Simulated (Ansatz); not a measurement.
```yaml
crystal:
  periodic: [false, false, false]
  atoms:
    - {symbol: C, position_ang: [-0.328260, 1.459539, -0.258527]}
    - {symbol: N, position_ang: [0.205038, 0.200742, -0.046618]}
    - {symbol: C, position_ang: [0.211383, -0.304856, 1.299230]}
    - {symbol: C, position_ang: [-0.032487, -0.809624, -1.054392]}
    - {symbol: H, position_ang: [-0.193719, 2.213562, 0.473749]}
    - {symbol: H, position_ang: [-0.227594, 1.747529, -1.302755]}
    - {symbol: H, position_ang: [-0.808727, -0.602725, 1.577317]}
    - {symbol: H, position_ang: [0.574732, 0.460901, 2.006491]}
    - {symbol: H, position_ang: [0.912624, -1.168100, 1.357286]}
    - {symbol: H, position_ang: [-1.069084, -1.180877, -1.042973]}
    - {symbol: H, position_ang: [0.143222, -0.427722, -2.039847]}
    - {symbol: H, position_ang: [0.640851, -1.665962, -0.909845]}
basis:
  gaussian: {orbitals: cc-pVTZ-PP}
total_charge: 1
hamiltonian: {xc: {name: B2GP-PLYP}}
scf: {lower_state_search: full}
output: {forces: true}
```

```sh
$ ansatz run in.yaml --threads 4 --pin off --events-out ev --progress --plain --max-ram 10444MiB
```

Output, abridged:

```
Functional definition: B2GP-PLYP
Error: <dir> the basis set cc-pVTZ-PP has no functions for C
```

Question: Something in this input is off. What?

Answer: The basis set is misnamed or doesn't suit the job. The input was rejected before any iteration.
